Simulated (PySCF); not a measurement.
Molecule: `F[P@TB1](F)(F)(F)F`, F5P.

Atoms are numbered as in `[F:1][P@TB1:2]([F:3])([F:4])([F:5])[F:6]`.

Geometry PBE0-D3(BJ)/def2-SVP throughout; GIAO in PySCF, gas phase, one conformer, non-relativistic; equivalent atoms averaged; basis pcSseg-2.

Q: How do the absolute shieldings σ depend on the functional? (ppm; last column core-seconds on 1 thread of an Intel Xeon Platinum 8259CL, shared host; the GGAs took longer than the global hybrids here, which isn't the general rule, and the cause wasn't traced)

A: 
```
functional           kind     F6     F1  F3/F4/F5     P2  core-s
       KT2            GGA  209.1  209.2     216.7  367.1      31
       KT3            GGA  217.0  217.0     225.6  376.6      30
     B97-D            GGA  218.4  218.4     227.5  354.9      30
     B3LYP  global hybrid  222.2  222.2     231.1  351.8      20
      PBE0  global hybrid  223.9  223.9     232.9  364.6      20
  mPW1PW91  global hybrid  224.4  224.4     233.4  363.5      21
```

Q: Which nucleus moves most, in ppm?

A: P2 (phosphorus bonded to 5 F): from 351.8 ppm with B3LYP to 376.6 ppm with KT3. The smallest spread is 15.2 ppm, at F6.
